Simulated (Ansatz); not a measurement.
Turn this script for the Ansatz DFT code, driven from Python into the input file that the command-line program reads.

Notebook, run cell by cell (the value of a cell's last expression is shown):

**Cell 1**
```python
import json

import ansatz as az
from ase import Atoms

atoms = Atoms(["C", "C", "C", "O", "O", "H", "H", "H"], positions=[
    [1.5397, -0.0514, 0.1632],
    [0.6191, -0.3838, -0.7361],
    [-0.8169, -0.1704, -0.523],
    [-1.63, -0.5113, -1.4217],
    [-1.2871, 0.402, 0.6562],
    [1.2701, 0.3994, 1.11],
    [2.5836, -0.2338, -0.0518],
    [-2.2785, 0.5493, 0.8032],
])
mol = az.Crystal.molecule_from_ase(atoms)
```

**Cell 2**
```python
model = (
    mol.calculation()
    .basis(gaussian="def2-SVP")
    .functional(az.LibraryFunctional("PBE0-DH"))
    .spin("collinear", total=1)  # two spin channels
)
done = model.run()
summary = done.report
```

**Cell 3**
```python
sorted(key for key in summary if key.endswith("_ev"))
```
Output:
```text
['free_energy_ev', 'reference_energy_ev']
```

**Cell 4**
```python
summary["n_occupied"], summary["n_virtual"]
```
Output:
```text
([14, 13], [66, 67])
```

**Cell 5**
```python
type(done).__name__, type(summary).__name__
```
Output:
```text
('RunOutcome', 'dict')
```

**Cell 6**
```python
print(f"E = {summary['free_energy_ev']:.6f} eV = {summary['free_energy_ev'] / 27.211386246:.7f} Ha")
print("converged:", summary["converged"], " doubts:", summary["published_state_doubts"] or "none")
with open("c3h3o2.json", "w") as handle:
    json.dump({k: summary[k] for k in ("free_energy_ev", "reference_energy_ev", "n_occupied", "n_virtual")}, handle, indent=1)
```
Output:
```text
E = -7236.256499 eV = -265.9275214 Ha
converged: True  doubts: none
```

`input.yaml`:
```yaml
crystal:
  periodic: [false, false, false]
  atoms:
    - { symbol: C, position_ang: [1.5397, -0.0514, 0.1632] }
    - { symbol: C, position_ang: [0.6191, -0.3838, -0.7361] }
    - { symbol: C, position_ang: [-0.8169, -0.1704, -0.523] }
    - { symbol: O, position_ang: [-1.63, -0.5113, -1.4217] }
    - { symbol: O, position_ang: [-1.2871, 0.402, 0.6562] }
    - { symbol: H, position_ang: [1.2701, 0.3994, 1.11] }
    - { symbol: H, position_ang: [2.5836, -0.2338, -0.0518] }
    - { symbol: H, position_ang: [-2.2785, 0.5493, 0.8032] }
basis:
  gaussian: { orbitals: def2-SVP }
hamiltonian:
  xc: { name: PBE0-DH }
magnetization:
  spin_polarized: true
  initial_magnetization: 1.0
```

On the command line:
```console
$ ansatz run input.yaml --threads 1 --pin off --max-ram 4096MiB --backend cpu --events-out ev --progress --plain --runs-dir out
Engine: ansatz 0.2.0, x86_64-unknown-linux-gnu
Functional definition: PBE0-DH
  parameter a = 1/2
  parameter c = 1/8
  exchange = (1 - a)*pbe_x + a*exact_x
  correlation = (1 - c)*pbe_c + c*(mp2_os + mp2_ss)
851 factors; integrals over basis functions are off by at most 1.5e-3 eV
mean field evaluation 1: about -7228.2719 eV, gradient 3.4e1 eV
mean field evaluation 2: about -7228.3456 eV, gradient 3.4e1 eV
mean field evaluation 4: about -7232.8509 eV, gradient 7.8e0 eV
mean field evaluation 8: about -7233.1353 eV, gradient 3.9e-1 eV
mean field evaluation 16: about -7233.1495 eV, gradient 1.0e-2 eV
mean field evaluation 32: about -7231.3020 eV, gradient 7.1e0 eV
mean field -7233.14950896 eV, -265.8133416494 hartree, gradient 3.3e-6 eV, S^2 0.803151; 2 other end points of the search recorded, 0 dependent functions left out
5 core orbitals not correlated: weight in the atoms' cores, before any rotation towards them, 1.000 or more for the frozen orbitals, at most 0.000 for the correlated occupied ones
reference -7233.14952183 eV, -265.8133421226 hartree; 14, 13 occupied and 66, 67 virtual orbitals, 851 factors
second order -24.85582012 eV of doubles, -0.00000000 eV of singles
Total energy: -7236.25649935 eV, -265.9275214403 hartree
```

Reading the output:
- Total energies depend on the basis set; only differences at equal settings carry meaning.
- The geometry is a force-field or estimated start, not a minimum of this method, and the basis set is short of its limit.
- The species is open-shell (spin multiplicity 2).
- The expectation value of S² is noticeably off S(S+1) in at least one run, so that state is spin-contaminated.
- For a double hybrid the total adds scaled second-order correlation to the self-consistent reference.
- It ran for 3.8 s on 1 thread of Intel(R) Xeon(R) 6975P-C (Granite Rapids), with other jobs on the host, peak memory 0.26 GiB.

(Lines on the test bed's own set-up are left out of the output.)
